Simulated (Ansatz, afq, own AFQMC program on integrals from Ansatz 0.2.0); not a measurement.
Where AFQMC and coupled cluster stand for BH$_{4}$⁺, triplet

| atom | x (Å) | y (Å) | z (Å) |
| --- | --- | --- | --- |
| B | 0.0000 | 0.0000 | 0.0000 |
| H | 0.7049 | 0.7256 | 1.5775 |
| H | -0.7248 | -0.7026 | 1.5789 |
| H | -0.7041 | 0.7033 | -1.5879 |
| H | 0.7240 | -0.7263 | -1.5685 |

Basis cc-pVDZ. Only valence electrons are correlated. AFQMC by an in-house program on the Cholesky factors that Ansatz 0.2.0 writes for its CCSD(T) run. ph-AFQMC/CISD is guided by a CISD state made of CCSD amplitudes; releasing the constraint for a short imaginary time cuts its bias at the price of noise, slowly where states lie close. ± is one standard error of the sampling.

Determinant: UHF, the one that the program's search chose, which needn't be the lowest solution. The geometry is a point of a scan.

Full CI on the same integrals is exact in this basis and with this determinant's frozen core.

Cautions: lower spins were not checked; strong correlation (T1 0.078, weight of the determinant 0.79, largest double 0.13); unrestricted determinant spin contaminated (⟨S²⟩ 2.24 against 2.00); the released energies are still falling, so no released level is given (meV from the phaseless value at times in 1/Eh: -9 ± 4 at 0.24, -16 ± 4 at 0.51, -24 ± 4 at 0.99, -36 ± 3 at 1.62, -52 ± 6 at 2.40).

```
T1 diagnostic                               : 0.0783
weight of the determinant in the CISD state : 0.788
⟨S²⟩ of the determinant                     : 2.245
size of the correlated space                : 6 electrons in 33 orbitals
```

```
  level  correlation energy (eV)
    MP2                  -1.9769
   CCSD                  -3.3258
CCSD(T)                  -3.4603
```

Question: Estimate where phaseless AFQMC with a CISD trial lies against CCSD(T) on the same integrals.

Answer: 0.34 ± 0.09 kcal/mol below CCSD(T).

Reference: full CI, correlation energy -3.541 eV. The cautions show a poor starting determinant, so the rows tell how each method copes with it here, and full CI is the sure value.

| level | E − E(reference) (kcal/mol) | share of correlation (%) |
| --- | --- | --- |
| CCSD(T) | 1.86 | 97.73 |
| CCSDT | 0.11 | 99.86 |
| CCSDT(Q) | -0.03 | 100.03 |
| CCSDTQ | 0.00 | 100.00 |
| ph-AFQMC/CISD | 1.52 ± 0.09 | 98.14 |

CCSDT and higher add their correlation energy to the determinant of the CCSD(T) run, since their own runs factorise the integrals more tightly (a shift of under 2 meV). A walk keeps the symmetry of its determinant, which the program's search chose and which needn't be the lowest solution, so a lower state of the same spin and another symmetry isn't excluded.
